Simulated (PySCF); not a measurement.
Metal–ligand bonds in Hf(F)3–Y. All species are isolated molecules in the gas phase. One relaxed conformer stands for each flexible species; it need not be the lowest. Multiplicities are imposed; where one is given, others were not computed. Strings in code marks are SMILES.

The highest occupied spin orbital from two functionals at the same geometries (PBE-D3(BJ)/def2-SVP), both in PySCF: PBE-D3(BJ)/def2-TZVP and TPSSh-D3(BJ)/def2-TZVP. 

| species | PBE-D3(BJ)/def2-TZVP (eV) | TPSSh-D3(BJ)/def2-TZVP (eV) |
|---|---|---|
| ligand removed as a radical ([Hf(F)3]) | -5.11 | -5.54 |
| free radical NH2 | -7.20 | -7.98 |
| free radical N(CH3)2 (`C[N]C`) | -5.56 | -6.41 |
| free radical SH (`[SH]`) | -6.12 | -6.75 |

Over these rows, drawn at random from the members with no instability flagged (it was tested for open shells, ions and some series alone), PBE minus TPSSh-D3(BJ): mean +0.67 eV, from +0.43 eV to +0.85 eV.
